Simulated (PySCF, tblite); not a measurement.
# C4H7O radical: geometry, infrared bands and EPR parameters

Aim: predict the infrared bands and EPR parameters of C4H7O radical (`O[CH]C1CC1`).

The runs use tblite 0.8.0 and PySCF 2.14.0, with density-fitted response routines of our own; the level of theory stands in each step. All values are computed, except where a source is named. Atoms count from 0, in the outputs and in this text.

## (1) Starting geometry

12 atoms, charge 0, multiplicity 2; geometry from: force field or distance geometry start.

Bonds of the start (Å): O0–C1 1.37, C1–C2 1.48, C2–C3 1.51, C3–C4 1.51, C4–C2 1.52, O0–H5 1.00, C1–H6 1.11, C2–H7 1.11, C3–H8 1.08, C3–H9 1.13, C4–H10 1.10, C4–H11 1.12.

## (2) Optimising the geometry with GFN2-xTB

What the job is given:

```
{"job": {"kind": "relax", "xc": "GFN2-xTB", "basis": "xTB"}, "charge": 0, "multiplicity": 2}
O      1.851100    -0.571400    -0.691700
C      1.305200    -0.588500     0.566200
C     -0.049600    -0.027300     0.732200
C     -0.567500     1.112100    -0.116500
C     -1.011400    -0.296200    -0.416100
H      1.276200     0.019500    -1.258000
H      1.398900    -1.595400     1.031400
H     -0.472800    -0.044900     1.761100
H      0.183400     1.636800    -0.690900
H     -1.301900     1.777700     0.430600
H     -0.606100    -0.758100    -1.333200
H     -2.004300    -0.665000    -0.041200
```

The run is started by

```sh
> OMP_NUM_THREADS=1 python probes_run.py task.json out
```

This one command runs all jobs of the session in turn.

**Question.** This job is followed by: GFN2-xTB harmonic vibrations, gas phase; UKS B3LYP, pcH-1 on C H O, non-relativistic, mean-field spin-orbit, GIAO. What will the session give for the following? strongest single infrared mode (GFN2-xTB); zero-point energy (GFN2-xTB); g(iso) (B3LYP); ⟨S²⟩; largest a(iso) (averaged by class); surface potential, 1st and 99th percentile.

As calculated:

| quantity | value |
| --- | --- |
| strongest single infrared mode (GFN2-xTB) | 1408 cm⁻¹, 138 km/mol |
| zero-point energy (GFN2-xTB) | 61.4 kcal/mol |
| g(iso) (B3LYP) | 2.00312 |
| ⟨S²⟩ | 0.755 (exact 0.75) |
| largest a(iso) (averaged by class) | 13C on C1, 82.1 MHz |
| surface potential, 1st and 99th percentile | -1.40 V and 2.22 V |

In words: Over 58 steps the energy fell by 0.473 eV; of the close pairs, C3–H9 changed most, 1.132 to 1.079 Å. All 30 modes are real, so the xTB geometry is a minimum. The strongest single mode, at 1408 cm⁻¹, moves mainly C1 and C2. Unscaled tight-binding wavenumbers are off by several per cent, some by more. Its intensities can rank the bands wrongly. C1 carries the largest spin population, 0.86 e. The isotropic g lies 0.8 ppt above the free-electron value.
